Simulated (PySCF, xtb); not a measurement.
diphosphorus (P2), SMILES P#P.

Geometry optimised at B3LYP-D3(BJ)/def2-TZVPD.

These are C-PCM-M06-2X/def2-TZVPD in PySCF 2.14.0 values and carry that method's errors.

The values are the electrostatic part of the solvation free energy, E(continuum) − E(gas) at the gas-phase geometry, in a cavity of scaled van der Waals radii (PySCF's table); cavitation and dispersion terms are not included. In vacuum the orbital gap is 7.31 eV. The dipole moment in vacuum is 0.00 D.

Computed values in water (ε = 78.36), n-hexane (ε = 1.88), ethylethanoate (ε = 5.99):
```csv
solvent,ε,ΔG(elec) (kcal/mol),dipole (D),gap (eV)
water,78.36,-0.3,0.00,7.35
n-hexane,1.88,-0.2,0.00,7.33
ethylethanoate,5.99,-0.3,0.00,7.34
```

For comparison, GFN2-xTB/ALPB(water) (xtb, at the GFN2-xTB geometry, all terms of that model) gives 3.8 kcal/mol.
